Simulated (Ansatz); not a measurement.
```yaml
crystal:
  periodic: [false, false, false]
  atoms:
    - {symbol: Co, position_ang: [0.000000, 0.000000, 0.000000]}
    - {symbol: B, position_ang: [0.000000, 0.000000, 2.100000]}
basis:
  gaussian: {orbitals: def2-TZVP}
magnetization: {spin_polarized: true, initial_magnetization: 4}
hamiltonian: {xc: pbe0}
relax: {f_tol: 0.004, max_steps: 80}
```

```sh
$ ansatz run in.yaml --threads 1 --pin off --events-out ev --progress --plain --max-ram 2176MiB
```

Steps of the relaxation (energy above the last step; positions in Å, forces in eV/Å):

```
2
step 1, 142.9 meV
Co    0.000    0.000    0.000    0.000    0.000    1.245
B     0.000    0.000    2.100    0.000    0.000   -1.245
```

```
2
step 2, 46.4 meV
Co    0.000    0.000    0.046    0.000    0.000    0.822
B     0.000    0.000    2.054    0.000    0.000   -0.822
```

```
2
step 3, 10.1 meV
Co    0.000    0.000    0.119    0.000    0.000   -0.485
B     0.000    0.000    1.981    0.000    0.000    0.485
```

```
2
step 5, 0.0 meV
Co    0.000    0.000    0.098    0.000    0.000    0.000
B     0.000    0.000    2.002    0.000    0.000    0.000
```

Close pairs at the end: Co1–B2 1.904 Å.

A stationary point of unrestricted PBE0 after 5 steps, with ⟨S²⟩ = 6.034 against 6.00 for a pure state. 49 s on 1 thread of AMD EPYC 7R43, shared host.
